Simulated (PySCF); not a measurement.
# ClF2, doublet: computed properties

Level of theory: UPBE0 in PySCF with Cl def2-TZVP, F def2-TZVP; no relativity; density-fitted integrals.

The structure is a minimum.

- Point group: C2v
- Bond lengths: Cl–F 1.703 Å (×2)
- Bond angles: F–Cl–F 154.6°
- Spin squared ⟨S²⟩: 0.758
- Entropy at 298.15 K and 1 bar (electronic part: spin only): 264.6 J/(mol K)
- Rotational symmetry number: 2
- Highest occupied level (β): -9.56 eV
- Dipole moment: 0.61 D
- Rotational constants: 6.602, 0.1608, 0.157 cm⁻¹
- Lowest empty level (β): -6.00 eV
- Enthalpy at 298.15 K above 0 K: 12.05 kJ/mol
- Principal polarisabilities: 11.0, 12.0, 38.8 bohr³
- Principal quadrupole moments (Buckingham, traceless) about the centre of mass: -4.38, 1.48, 2.91 D Å
- Atomisation energy without zero-point energy: 344 kJ/mol
- Heat capacity Cp at 298.15 K: 49.5 J/(mol K)
- Zero-point energy: 8.6 kJ/mol

Harmonic modes (masses in u: Cl 34.969, F 18.998):
| symmetry | ω (cm⁻¹) | IR (km/mol) | type |
| --- | --- | --- | --- |
| a1 | 254 | 7.2 | bend |
| a1 | 583 | 3.3 | stretch |
| b2 | 593 | 243 | stretch |

In C2v the vibrations span 2a1 + b2. Here b1 is antisymmetric to the molecular plane and b2 lies in it.

Charges (e):
```
atom  Mulliken  Löwdin  polar tensor  spin (Mulliken)  Mayer order to Cl1
 Cl1      0.45    0.52          0.96             0.55                   –
F2,3     -0.23   -0.26         -0.48             0.22                0.87
```

Mulliken populations on Cl1: s 6.01, p 10.24, d 0.28, f 0.02.

This need not be the most stable arrangement of these atoms.

The final relaxation and frequency run took of the order of 50 core-seconds on a shared host.
